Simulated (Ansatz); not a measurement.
`NC1OCO1`. Total charge 0; spin multiplicity 1. The geometry is a stationary point of PBE0-D4/def2-TZVP. It is one conformer, not always the lowest.

```xyz
10

N    -1.173    0.025   -1.177
C    -0.132   -0.437   -0.387
O    -0.431   -0.449    1.003
C     0.786    0.243    1.212
O     1.000    0.433   -0.171
H    -1.400    0.996   -1.013
H    -1.067   -0.179   -2.158
H     0.199   -1.418   -0.757
H     1.555   -0.391    1.675
H     0.664    1.177    1.773
```

(1) What is the dipole moment at B3LYP/def2-TZVPP? (Estimate.)

(2) And with PBE, r2SCAN, ωB97M-V? (Estimate.)

(3) Give the Mulliken charges with B3LYP, r2SCAN, ωB97M-V in def2-TZVPP. (An estimate is asked.)

Answers

(1) Computed: 1.11 D, with components (0.32, 0.47, -0.95) D in this frame, pointing from negative to positive charge.

(2) Ansatz gave: PBE 1.13 D, r2SCAN 1.14 D, ωB97M-V 1.11 D.

(3) Ansatz gave: 
```json
{"atom": "N1", "B3LYP": "-0.27", "r2SCAN": "-0.31", "ωB97M-V": "-0.23"}
{"atom": "C2", "B3LYP": "0.30", "r2SCAN": "0.35", "ωB97M-V": "0.27"}
{"atom": "O3", "B3LYP": "-0.36", "r2SCAN": "-0.36", "ωB97M-V": "-0.34"}
{"atom": "C4", "B3LYP": "0.20", "r2SCAN": "0.31", "ωB97M-V": "0.15"}
{"atom": "O5", "B3LYP": "-0.37", "r2SCAN": "-0.38", "ωB97M-V": "-0.35"}
{"atom": "H6", "B3LYP": "0.14", "r2SCAN": "0.15", "ωB97M-V": "0.12"}
{"atom": "H7", "B3LYP": "0.14", "r2SCAN": "0.15", "ωB97M-V": "0.12"}
{"atom": "H8", "B3LYP": "0.06", "r2SCAN": "0.02", "ωB97M-V": "0.08"}
{"atom": "H9", "B3LYP": "0.07", "r2SCAN": "0.03", "ωB97M-V": "0.09"}
{"atom": "H10", "B3LYP": "0.08", "r2SCAN": "0.03", "ωB97M-V": "0.10"}
```

B3LYP here is the variant with VWN-RPA as its local correlation; programs differ in this.
